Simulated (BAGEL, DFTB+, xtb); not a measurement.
## How methods differ on C5H6 (Bicyclo[2.1.0]pent-2-ene)

C5H6 has 11 atoms, charge 0, and is taken as a singlet. SMILES: `C1=CC2CC12`. The shape is that of a PBE0-D4/def2-TZVP optimisation.

Each level gives the dipole moment (D). The values are calculated.

**What was measured.** NIST CCCBDB gives the dipole moment of the gas as 0.40 D.

```csv
level,kind,program,value (D),computed − measured
DFTB2,semi-empirical,DFTB+,0.37,-0.03
DFTB3-D3(BJ),semi-empirical,DFTB+,0.38,-0.02
GFN2-xTB,semi-empirical,xtb,0.55,+0.15
GFN1-xTB,semi-empirical,xtb,0.59,+0.19
HF/3-21G (density fitting with svp-jkfit),Hartree–Fock,BAGEL,0.41,+0.01
HF/6-31G (density fitting with svp-jkfit),Hartree–Fock,BAGEL,0.39,-0.01
"HF/6-31G* (density fitting with svp-jkfit, spherical functions)",Hartree–Fock,BAGEL,0.31,-0.09
HF/def2-SV(P) (density fitting with svp-jkfit),Hartree–Fock,BAGEL,0.36,-0.04
HF/cc-pVDZ (density fitting with cc-pvdz-jkfit),Hartree–Fock,BAGEL,0.35,-0.05
HF/def2-SVP (density fitting with svp-jkfit),Hartree–Fock,BAGEL,0.38,-0.02
```

Nearest: HF/3-21G (density fitting with svp-jkfit) (+0.01 D), HF/6-31G (density fitting with svp-jkfit) (-0.01 D); farthest: GFN1-xTB (+0.19 D). The measured dipole is a vibrational average, so differences of a few hundredths of a debye mean little. Computed less measured by kind, in D (6-31G* rows): semi-empirical -0.03 to +0.19; Hartree–Fock -0.09. Magnitudes only: a small dipole may point the other way at some levels. Sets without polarisation functions give poor dipoles.
